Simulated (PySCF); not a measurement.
1-Buten-3-yne, 2-methyl-, C₅H₆, SMILES C#CC(=C)C, point group Cs.

Level: B3LYP/pcSseg-1 in PySCF (density fitting, grid level 2); geometry and Hessian at that level, cubic constants and property derivatives from steps of ±0.6 along each species' dimensionless normal coordinates, second-order vibrational perturbation theory. The parent has the commonest isotopes.

Equilibrium geometry (Å):

```csv
atom,x,y,z
C1,2.3656,-0.6188,-0.3101
C2,1.2436,-0.1994,-0.1797
C3,-0.1083,0.2456,-0.0170
C4,-0.4193,1.5466,-0.1031
C5,-1.1356,-0.8302,0.2514
H6,3.3620,-0.9761,-0.4276
H7,0.3388,2.2996,-0.2975
H8,-1.4456,1.8835,0.0199
H9,-2.1349,-0.3996,0.3619
H10,-1.1561,-1.5584,-0.5682
H11,-0.8884,-1.3820,1.1662
```

Give the equilibrium and ground-state rotational constants (MHz) of parent; ²H at 9.


```tsv
species	Ae	Be	Ce	A0	B0	C0	Δ0 (u Å²)	harmonic ZPE (cm⁻¹)
parent	9351.9	4017.8	2860.2	9282.9	4009.6	2846.3	-2.926	19531
²H at 9	9167.9	3856.4	2761	9100.3	3847.8	2747.8	-2.953	18832
```

Δ0 = Ic − Ia − Ib from the ground-state constants.

How is the parent's vibrational correction B0 − Be made up?


```tsv
axis	harmonic	Coriolis	cubic	total (MHz)
a	21.7	-13.4	-77.2	-69
b	6.71	-4.49	-10.4	-8.16
c	1.16	-2.06	-13.1	-14
```

And its quartic centrifugal distortion constants from the harmonic force field?

Asymmetric top, A reduction, Ir representation: ΔJ = 0.606 kHz, ΔJK = 13.1 kHz, ΔK = -4.94 kHz, δJ = 0.201 kHz, δK = 7.77 kHz.

A mode lies under 250 cm⁻¹, where this perturbation treatment is rough. Internal rotors are held in one well.
